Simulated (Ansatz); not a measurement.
A made-up structure of CH$_{3}$NNa (charge -1), singlet:

```
atom    x (Å)    y (Å)    z (Å)
  N1  -0.1497  -1.2103  -0.4211
  C2   0.4805  -0.6372   0.5087
 Na3  -1.2128   3.1560  -0.9951
  H4  -0.6678  -0.5119  -0.9677
  H5  -0.8408   2.7652   0.8996
  H6   1.0875  -1.2425   1.1886
```

It is relaxed with PBE-D4/def2-SVPD and then PBE0-D4/def2-TZVPD (Ansatz 0.2.0). Atoms count as bonded within 1.22 times the sum of their covalent radii (H–H: 0.88 Å). The end point is not checked to be a true minimum.

Does its bonding change? (Judge from chemistry; the calculation decides.)

Computed: Yes. Formed: C2–Na3; broken: none.

Where it ends: The first stage lowers the energy by 1.73 eV in 19 steps. It ends as CH₃NNa ([NH][CH][NaH]), total charge -1:
| atom | x (Å) | y (Å) | z (Å) |
| --- | --- | --- | --- |
| N1 | -0.1014 | -1.2993 | -0.6792 |
| C2 | 0.2196 | -0.4179 | 0.2130 |
| Na3 | -0.4946 | 1.9346 | 0.4593 |
| H4 | -0.7558 | -0.8769 | -1.3465 |
| H5 | -1.1062 | 3.8828 | 0.6363 |
| H6 | 0.9353 | -0.9040 | 0.9300 |

Labels in which every atom is bracketed show which atoms are joined, not bond orders.

For scale, one of the runs: PBE0-D4/def2-TZVPD relaxation, 136 basis functions, launched by `ansatz run in.yaml --threads 2 --pin off --events-out ev --progress --plain --max-ram 4352MiB`. The run took about 17 s on 2 CPU threads of an Arm Neoverse V2 (shared host).
